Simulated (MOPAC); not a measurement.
MOPAC input (MNDO):

```
MNDO PRECISE GNORM=0.05 LET XYZ CHARGE=-1 GEO-OK AUX(PRECISION=9) THREADS=1
CH3S

C    -0.10672706 1    1.17701571 1    0.00465963 1
S    -0.07971376 1   -0.57493956 1   -0.00524580 1
H     1.23704338 1   -1.08526133 1    0.02135005 1
H     0.31907715 1    1.60569335 1    0.91824252 1
H     0.35966191 1    1.61650670 1   -0.88361760 1
```

**Question.** What heat of formation does the run end on?

**Answer.** 19.99 kcal/mol.
